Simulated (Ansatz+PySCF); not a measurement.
Results of a calculation; reference values are marked as such.
## Ansatz (development build ahead of 0.2.0) run

```yaml
crystal:
  periodic: [false, false, false]
  atoms:
    - { symbol: B, position_ang: [0.0, 0.0, -0.21916] }
    - { symbol: H, position_ang: [0.0, 0.0, 1.09581] }
basis:
  gaussian: { orbitals: "6-31G" }
magnetization:
  spin_polarized: true
hamiltonian:
  xc: hf
correlation:
  method: mp2
  frozen_orbitals: { B: 1, H: 0 }
scf:
  omitted_lower_state_checks: [atomic_configurations, cluster_reference, orbital_swaps, given_window_search, neighbouring_geometries, increment]
```

The input is written out in the form of the current development build from the run's settings.

Results

| Item | Value |
| --- | --- |
| Converged | yes |
| Reference energy | -25.11254 hartree |
| Correlation energy | -0.03061 hartree |
| Total energy | -25.14315 hartree |
| Spin squared of the determinant | 0.442 |

Caution: the unrestricted determinant is spin contaminated; a plain start can end on a higher determinant; another reference gives a lower total.
